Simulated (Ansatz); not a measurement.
# bcc Ba

Computed with PBEsol+SOC in Ansatz (PAW).

Numerical settings: plane-wave cutoff 520 eV, 16×16×16 k mesh, Fermi–Dirac smearing 0.05 eV, PAW data made under PBE.

Cell (relaxed at this level):

Ba is modelled in the cubic space group Im-3m (No. 229), the bcc (W type) structure, Pearson symbol cI2. Conventional cell: a = 4.8802 Å, b = 4.8802 Å, c = 4.8802 Å, α = 90.00°, β = 90.00°, γ = 90.00°. Ba on 2a has 8 Ba at 4.226 Å and 6 Ba at 4.880 Å. (Neighbours: up to the widest gap in distance over summed covalent radii, below 1.35, at either atom.)
(The calculation used a cell of 1 atom; values per cell refer to that cell.)

```json
{
  "bulk_modulus": "9.19 GPa",
  "band_gap": "none",
  "pressure derivative B′ of the bulk modulus": "2.8"
}
```

Measured, for comparison: bulk modulus 9.34 GPa (corrected for temperature and zero-point phonon effects, our sources range from 9.34 to 10.6; as tabulated in Levämäki et al. (2014), arXiv:1402.3671). Computed (rounded) less measured: bulk modulus -2 % (-2 % to -13 % over the range).

Computed values are for the static lattice.

Ansatz is a first-principles code.
